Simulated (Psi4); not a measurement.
Psi4 input (wB97X-D/6-311+G**):

```
memory 1500 MB

molecule {
1 2
O    -0.00000000   -0.00000000   -1.69736936
C    -0.00000000   -0.00000000   -0.56804329
S     0.00000000    0.00000000    1.06170091
symmetry c1
no_reorient
no_com
}

set {
  basis 6-311+G**
  reference uks
  scf_type pk
  dft_radial_points 99
  dft_spherical_points 590
  e_convergence 1e-8
  d_convergence 1e-7
  maxiter 150
}

e = energy('wb97x-d')
print_out(f'\nFINAL {e:.10f} DIPOLE {variable("CURRENT DIPOLE")[0]:.6f} {variable("CURRENT DIPOLE")[1]:.6f} {variable("CURRENT DIPOLE")[2]:.6f}\n')
```

What final total energy does it give?

-511.12221 Eh.
